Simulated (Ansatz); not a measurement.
A run of Ansatz (development build ahead of 0.2.0) on doublet CH₂(-) at this shape:

```json
{"atom": "H", "x (Å)": "0.0000", "y (Å)": "0.2774", "z (Å)": "-0.9251"}
{"atom": "C", "x (Å)": "0.0000", "y (Å)": "-0.5547", "z (Å)": "0.0000"}
{"atom": "H", "x (Å)": "0.0000", "y (Å)": "0.2774", "z (Å)": "0.9251"}
```

Its results:

* Converged: yes
* Reference energy: -38.82528 hartree
* Correlation energy: -0.12692 hartree
* Total energy: -38.95219 hartree
* Spin squared of the determinant: 0.761
* Stability test: minimum
* Occupied orbitals by symmetry in an Abelian subgroup (alpha; beta): 3 A1 1 B1 1 B2; 3 A1 1 B2

Messages of the program:
```
mean field -1056.48964207 eV, -38.8252782316 hartree, gradient 2.1e-6 eV, S^2 0.761358; 0 other ends of a descent, 0 dependent functions left out
```

Problem. Which input gives this output? Name the method, the orbitals and the basis set, and write the input.

Solution. UHF-MP2 in def2-SVP.

```yaml
crystal:
  periodic: [false, false, false]
  atoms:
    - { symbol: H, position_ang: [0.0, 0.27737, -0.92508] }
    - { symbol: C, position_ang: [0.0, -0.55475, 0.0] }
    - { symbol: H, position_ang: [0.0, 0.27737, 0.92508] }
basis:
  gaussian: { orbitals: def2-SVP }
total_charge: -1
magnetization:
  spin_polarized: true
  initial_magnetization: 1
hamiltonian:
  xc: hf
correlation:
  method: mp2
  frozen_orbitals: { C: 1, H: 0 }
```

Caution: no diffuse functions for an anion.
